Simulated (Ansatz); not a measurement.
## What each rung costs, and what it gives

The pair of H₂O (SMILES O, atoms 1–3) and SiH₄O (SMILES [SiH3]O, atoms 4–9), both closed shells, in one local arrangement (a lower one may exist), relaxed at PBE0-D4/def2-TZVP:

```
9
angstrom
O -0.2058 0.0638 -2.2036
H 0.4210 -0.5801 -2.5423
H -1.0788 -0.2864 -2.3965
Si 0.1495 -0.0164 1.5415
O 0.2533 1.1092 0.3602
H 1.1378 -1.1203 1.3601
H 0.4208 0.6708 2.8270
H -1.2010 -0.6491 1.6039
H 0.1031 0.8087 -0.5504
```

Interaction energies are counterpoise-corrected; the time is that of the whole pair.

Program: Ansatz 0.2.0. Basis: as named in each row. Cores are frozen in the correlated methods. B3LYP uses VWN-RPA correlation. Extrapolation: Hartree–Fock as exp(−7.88 √X), correlation as X^−2.97.

Times are rough, for one single point on 4 threads of a shared host (Arm Neoverse V1).

The estimate by CCSD(T) at an estimated basis limit (MP2 extrapolated from triple and quadruple zeta, plus CCSD(T) − MP2 in triple zeta) is -26.2 kJ/mol.

```csv
method,basis,time (s),interaction energy (kJ/mol),method less estimate
HF,STO-3G,under 1,-2.6,23.6
PBE-D4,STO-3G,under 1,-30.5,-4.3
SPW92,def2-SVP,under 1,-47.1,-20.9
B3LYP-D4,6-31G,under 1,-41.4,-15.2
PBE-D4,def2-SVP,under 1,-34.8,-8.6
PBE0-D4,def2-SVP,under 1,-33.9,-7.7
CCSD(T),def2-SVP,1,-25.0,1.2
PBE-D4,def2-TZVPPD,1,-28.2,-2.0
revPBE-D4,def2-TZVPPD,2,-24.3,1.9
BLYP-D4,def2-TZVPPD,2,-25.7,0.4
PBE0-D4,def2-TZVPPD,2,-28.0,-1.8
HSE06-D4,def2-TZVPPD,2,-27.9,-1.7
wB97M-V,def2-SVP,2,-32.0,-5.8
B3LYP-D4,def2-TZVPPD,2,-27.0,-0.8
r2SCAN-D4,def2-TZVPPD,3,-28.1,-1.9
B2PLYP,def2-TZVPPD,4,-23.9,2.3
wB97X-V,def2-TZVPPD,6,-26.1,0.1
B97M-V,def2-TZVPPD,6,-27.2,-1.1
wB97M-V,def2-TZVPPD,6,-26.4,-0.2
MP2,def2-QZVPPD,12,-25.5,0.7
CCSD(T),def2-TZVPPD,64,-24.3,1.9
```

T1 diagnostic: at most 0.012.
